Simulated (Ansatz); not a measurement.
```yaml
crystal:
  periodic: [false, false, false]
  atoms:
    - {symbol: Se, position_ang: [0.000000, 0.000000, 0.000000]}
    - {symbol: Br, position_ang: [0.000000, 0.000000, 2.232000]}
basis:
  gaussian: {orbitals: def2-TZVP}
total_charge: 1
hamiltonian: {xc: pbe0}
relax: {f_tol: 0.004, max_steps: 80}
```

```sh
$ ansatz run in.yaml --threads 1 --pin off --events-out ev --progress --plain --max-ram 2176MiB
```

Steps of the relaxation (energy above the last step; positions in Å, forces in eV/Å):

```
2
step 1, 48.1 meV
Se    0.000    0.000    0.000    0.000    0.000    1.354
Br    0.000    0.000    2.232    0.000    0.000   -1.354
```

```
2
step 2, 2.9 meV
Se    0.000    0.000    0.042    0.000    0.000   -0.378
Br    0.000    0.000    2.190    0.000    0.000    0.378
```

```
2
step 3, 0.0 meV
Se    0.000    0.000    0.033    0.000    0.000    0.026
Br    0.000    0.000    2.199    0.000    0.000   -0.026
```

```
2
step 5, 0.0 meV
Se    0.000    0.000    0.034    0.000    0.000    0.000
Br    0.000    0.000    2.198    0.000    0.000    0.000
```

Close pairs at the end: Se1–Br2 2.165 Å.

A stationary point of restricted PBE0 after 5 steps (its stability towards spin polarisation wasn't tested). 18 s on 1 thread of Arm Neoverse V2, shared host.
